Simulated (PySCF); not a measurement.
C4H9N.
Z-matrix (Å and degrees, GFN2-xTB geometry), rows numbered from 1:
```
C 
C   1  1.5303
C   2  1.5124  1  110.30
C   3  1.4956  2  115.99  1    85.50
N   3  1.2577  2  125.52  1   -93.49
H   1  1.0879  2  110.36  3   177.89
H   1  1.0877  2  110.76  3   -62.06
H   1  1.0883  2  110.38  3    57.90
H   2  1.0937  1  109.08  3  -120.27
H   2  1.0916  1  109.53  3   121.13
H   4  1.0880  3  110.32  2   -53.15
H   4  1.0890  3  109.60  2    65.66
H   4  1.0854  3  109.86  2  -174.22
H   5  1.0189  3  115.13  2    -1.36
```

Method used: PySCF, TDDFT wB97X-D/def2-SVPD, vertical, gas phase, core orbitals frozen in the response.

Frontier orbitals with the atoms that hold most of them (Löwdin shares over 4%, at most four atoms; ? is withheld):

```json
{"orbital": "HOMO-3", "ε (eV)": "-12.40", "atoms": "C1 25%, C2 15%, H8 13%, C4 10%"}
{"orbital": "HOMO-2", "ε (eV)": "-11.74", "atoms": "C2 25%, C1 16%, H9 12%, C4 10%"}
{"orbital": "HOMO-1", "ε (eV)": "-10.40", "atoms": "N5 45%, C3 26%, C4 7%, C2 5%"}
{"orbital": "HOMO", "ε (eV)": "-9.08", "atoms": "?"}
{"orbital": "LUMO", "ε (eV)": "1.95", "atoms": "?"}
{"orbital": "LUMO+1", "ε (eV)": "2.38", "atoms": "C1 16%, C3 14%, C4 14%, N5 10%"}
{"orbital": "LUMO+2", "ε (eV)": "3.11", "atoms": "C1 20%, H8 12%, H12 11%, H6 10%"}
```

(1) Give the leading atoms of the LUMO.

(2) Give the leading atoms of the HOMO.

(3) The HOMO–LUMO gap is 11.03 eV. Where does the response calculation put the lowest singlet, and from which orbitals?

(4) One configuration dominates each of S1 and S7. Which, and how do the shares of the two leading atoms of either orbital change from the occupied to the empty one?

Answers

(1) C3 (bonded to 2 C and N) 27%; N5 (bonded to C and H) 26%; C2 (bonded to 2 C and 2 H) 9%; C1 (bonded to C and 3 H) 7%. By element: carbon 43% or more, nitrogen 26%.

(2) N5 (bonded to C and H) 59%; C3 (bonded to 2 C and N) 13%; C2 (bonded to 2 C and 2 H) 9%; H14 (bonded to N) 8%. By element: nitrogen 59%, carbon 22% or more, hydrogen 8% or more.

(3) S1 is at 5.41 eV (f = 0.0012), 5.62 eV below the gap, made of HOMO→LUMO (80%), HOMO→LUMO+1 (17%). 

(4) 
- S1 (5.41 eV, f 0.0012), HOMO→LUMO (80%): N5 59% → 26%, C3 13% → 27%
- S7 (8.66 eV, f 0.024), HOMO-2→LUMO (71%): C2 25% → 9%, C1 16% → 7%, C3 at most 11% → 27%, N5 at most 11% → 26%

One conformer stands for the species.
